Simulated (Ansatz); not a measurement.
Input file:

```yaml
crystal:
  periodic: [false, false, false]
  atoms:
    - {symbol: B, position_ang: [0.000000, -0.185227, 0.772970]}
    - {symbol: N, position_ang: [0.000000, 0.087426, -0.705019]}
    - {symbol: H, position_ang: [0.000000, 0.771807, 1.506451]}
basis:
  gaussian: {orbitals: 6-31G}
magnetization: {spin_polarized: false, initial_magnetization: 3}
correlation: {method: ccsd, electrons: outside_noble_gas, diis_vectors: 12}
accuracy: high
scf: {lower_state_search: full}
output: {forces: true}
```

```sh
$ ansatz run in.yaml --threads 1 --pin off --events-out ev --progress --plain --max-ram 2393MiB
```

The program prints:

```
480 factors; integrals over basis functions are off by at most 3.5e-9 eV
mean field evaluation 1: about -2162.9960 eV, gradient 1.1e1 eV
mean field evaluation 2: about -2162.9964 eV, gradient 1.1e1 eV
mean field evaluation 4: about -2164.3446 eV, gradient 1.0e0 eV
mean field evaluation 8: about -2164.3817 eV, gradient 1.8e-1 eV
mean field evaluation 16: about -2164.3838 eV, gradient 2.2e-8 eV
mean field evaluation 32: about -2117.9749 eV, gradient 8.3e1 eV
mean field evaluation 64: about -2151.0750 eV, gradient 4.8e1 eV
mean field evaluation 96: about -2158.8678 eV, gradient 2.7e1 eV
mean field evaluation 128: about -2162.0870 eV, gradient 2.0e1 eV
mean field evaluation 160: about -2161.9996 eV, gradient 2.2e-1 eV
...
cycle  12  -2.99437284 eV  change    1.1e-8 eV  update   3.1e-7
cycle  13  -2.99437281 eV  change    3.1e-8 eV  update   9.9e-8
cycle  14  -2.99437282 eV  change   -1.0e-8 eV  update   4.3e-8
cycle  15  -2.99437283 eV  change   -8.5e-9 eV  update   2.2e-8
cycle  16  -2.99437264 eV  change    1.8e-7 eV  update   6.3e-8
cycle  17  -2.99437259 eV  change    5.5e-8 eV  update   2.3e-8
cycle  18  -2.99437258 eV  change    3.8e-9 eV  update   7.5e-9
cycle  19  -2.99437258 eV  change    1.4e-9 eV  update   3.1e-9
cycle  20  -2.99437258 eV  change   5.0e-10 eV  update   1.2e-9
cycle  21  -2.99437258 eV  change   1.4e-10 eV  update  4.9e-10
the calculation of the forces begins
Total energy: -2167.37816105 eV, -79.6496783169 hartree
Atom 0 at     0.000000    -0.185227     0.772970 Å, force     0.000000    -0.394414     1.244573 eV/Å
Atom 1 at     0.000000     0.087426    -0.705019 Å, force    -0.000000     0.236562    -1.398700 eV/Å
Atom 2 at     0.000000     0.771807     1.506451 Å, force    -0.000000     0.157852     0.154126 eV/Å
Dipole moment:     0.000000    -0.043292     0.237038 e Å
```

Forces (eV/Å):
```
B    0.000 -0.394  1.245
N    0.000  0.237 -1.399
H    0.000  0.158  0.154
```

Ran on 1 thread of Arm Neoverse V1, shared host: 1.1 s wall, 0.18 GiB peak host memory.
